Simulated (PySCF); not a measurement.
Input for PySCF: R-MP2/6-31G* on SiH2 (SMILES [SiH2]), a point of a bond scan (R = 1.676 Å).

```python
from pyscf import gto, scf, dft, mp
from pyscf.data.elements import chemcore

mol = gto.M(
    atom='''
    Si    0.01417596   -0.00086442    0.13209978
    H    -0.12492114   -1.19338919   -1.03669176
    H    -0.08618752    1.09707968   -0.91895895
    ''',
    basis='6-31g*',
    cart=True,
    charge=0, spin=0, verbose=3, max_memory=1800)
mf = scf.RHF(mol)
mf.conv_tol = 1e-8
mf.max_cycle = 100
mf.kernel()
if not mf.converged:
    mf = mf.newton().run(mf.mo_coeff, mf.mo_occ)
pt = mp.MP2(mf, frozen=chemcore(mol)).run()
```

Output:

```
converged SCF energy = -289.992613720276
E(RMP2) = -290.061168558983  E_corr = -0.0685548387067438
E(SCS-RMP2) = -290.0690795055  E_corr = -0.0764657852238271
```

Self-consistency was reached.

Cost: very roughly 0.5 core-seconds.
